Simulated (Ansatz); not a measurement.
# CH4BO (SMILES [BH]OC): UPBE0/def2-TZVP

What is the vertical ionisation energy of CH4BO at UPBE0/def2-TZVP? 

The results are computed with Ansatz 0.2.0.

34 further runs of the same task are left out: 34 set aside as unsound or not needed.

## Step 1: The molecule

CH4BO has 7 atoms, charge 0, and is taken as a doublet. SMILES: `[BH]OC`. The coordinates come from a PBE0-D4/def2-TZVP relaxation. This is one conformer, not always the lowest.

Bond lengths: B1–O2 1.320 Å, O2–C3 1.426 Å, B1–H4 1.207 Å, C3–H5 1.093 Å, C3–H6 1.090 Å, C3–H7 1.090 Å. Angles: B1–O2–C3 124.1°, O2–B1–H4 124.7°, O2–C3–H5 110.9°, O2–C3–H6 108.4°, O2–C3–H7 108.4°, H5–C3–H6 109.9°, H5–C3–H7 109.9°, H6–C3–H7 109.2°.

## Step 2: The energy at UPBE0/def2-TZVP

molecule.yaml

```yaml
basis:
  gaussian: {orbitals: def2-TZVP}
crystal:
  periodic: [false, false, false]
  atoms:
    - {symbol: B, position_ang: [-1.319600, -1.025700, -0.172900]}
    - {symbol: O, position_ang: [-0.272400, -0.707100, 0.564500]}
    - {symbol: C, position_ang: [0.642200, 0.338600, 0.243900]}
    - {symbol: H, position_ang: [-1.628500, -0.474200, -1.201600]}
    - {symbol: H, position_ang: [0.357800, 0.834000, -0.687600]}
    - {symbol: H, position_ang: [0.643000, 1.059300, 1.062300]}
    - {symbol: H, position_ang: [1.638900, -0.092800, 0.145600]}
magnetization: {spin_polarized: true, initial_magnetization: 1}
hamiltonian: {xc: pbe0}
accuracy: high
output: {orbitals: {seedname: orbitals}}
```

Run with:

```
$ ansatz run molecule.yaml --threads 1 --pin off --max-ram 3480MiB --events-out events.jsonl --progress --plain --runs-dir runs
```

What it wrote:

```text
Warning: RAYON_NUM_THREADS=1 ignored (pool sized by the plan → 1); use --threads N
Functional definition: PBE0
  name "PBE0"
  parameter a = 0.25
  parameter kappa = 0.804
  parameter beta = 0.06672455060314922
  exchange = (1 - a)*pbe_x(kappa = kappa, mu = beta*pi^2/3) + a*exact_x
  correlation = pbe_c(beta = beta)
2137 factors; integrals over basis functions are off by at most 3.8e-9 eV
mean field evaluation 1: about -3816.5871 eV, gradient 3.3e1 eV
mean field evaluation 2: about -3810.6567 eV, gradient 5.2e1 eV
mean field evaluation 4: about -3820.9101 eV, gradient 2.3e0 eV
mean field evaluation 8: about -3820.9577 eV, gradient 1.0e-1 eV
mean field evaluation 16: about -3820.9579 eV, gradient 8.1e-5 eV
mean field -3820.95785580 eV, -140.4176112625 hartree, gradient 2.4e-8 eV, S^2 0.752760; 0 other end points of the search recorded, 0 dependent functions left out
reference -3820.95785855 eV, -140.4176113635 hartree; 12, 11 occupied and 105, 106 virtual orbitals, 2137 factors
Total energy: -3820.95785855 eV, -140.4176113635 hartree
```

Wall time 13 s (1 thread of Arm Neoverse V1, shared host); peak memory 0.42 GiB.

## Step 3: The singlet cation

Changes to molecule.yaml since step 2:

```diff
@@ -1,3 +1 @@
-basis:
-  gaussian: {orbitals: def2-TZVP}
 crystal:
@@ -12,4 +10,8 @@
     - {symbol: H, position_ang: [1.638900, -0.092800, 0.145600]}
-magnetization: {spin_polarized: true, initial_magnetization: 1}
-hamiltonian: {xc: pbe0}
+basis:
+  gaussian:
+    orbitals: def2-TZVP
+total_charge: 1
+hamiltonian:
+  xc: {name: PBE0}
 accuracy: high
```

Run with:

```
$ ansatz run molecule.yaml --threads 1 --pin off --max-ram 3480MiB --events-out events.jsonl --progress --plain --runs-dir runs
```

What it wrote:

```text
Warning: RAYON_NUM_THREADS=1 ignored (pool sized by the plan → 1); use --threads N
Functional definition: PBE0
  name "PBE0"
  parameter a = 0.25
  parameter kappa = 0.804
  parameter beta = 0.06672455060314922
  exchange = (1 - a)*pbe_x(kappa = kappa, mu = beta*pi^2/3) + a*exact_x
  correlation = pbe_c(beta = beta)
2137 factors; integrals over basis functions are off by at most 3.8e-9 eV
mean field evaluation 1: about -3798.9803 eV, gradient 8.6e1 eV
mean field evaluation 2: about -3710.2985 eV, gradient 1.9e2 eV
mean field evaluation 4: about -3812.5288 eV, gradient 1.2e1 eV
mean field evaluation 8: about -3812.8226 eV, gradient 5.4e-1 eV
mean field evaluation 16: about -3812.8232 eV, gradient 8.5e-5 eV
mean field -3812.82317277 eV, -140.1186671748 hartree, gradient 2.6e-8 eV, S^2 0.000000; 0 other end points of the search recorded, 0 dependent functions left out
reference -3812.82317562 eV, -140.1186672798 hartree; 11, 11 occupied and 106, 106 virtual orbitals, 2137 factors
Total energy: -3812.82317562 eV, -140.1186672798 hartree
```

Wall time 7.5 s (1 thread of Arm Neoverse V1, shared host); peak memory 0.33 GiB.

## Step 4: Results

Level: UPBE0/def2-TZVP.

```
                                          quantity          value
                       doublet CH4BO: total energy  -140.41761 Eh
 doublet CH4BO: HOMO energy (highest over α and β)       -5.47 eV
  doublet CH4BO: LUMO energy (lowest over α and β)       -0.86 eV
                               doublet CH4BO: ⟨S²⟩          0.753
                      singlet cation: total energy  -140.11867 Eh
                       singlet cation: HOMO energy      -16.18 eV
                       singlet cation: LUMO energy      -10.48 eV
                     singlet cation: HOMO–LUMO gap        5.70 eV
vertical ionisation energy (to the singlet cation)       8.135 eV
```

What this shows: Removing an electron at fixed nuclei costs 8.13 eV (188 kcal/mol). Only the singlet of the ionised species was computed; a triplet could lie lower.
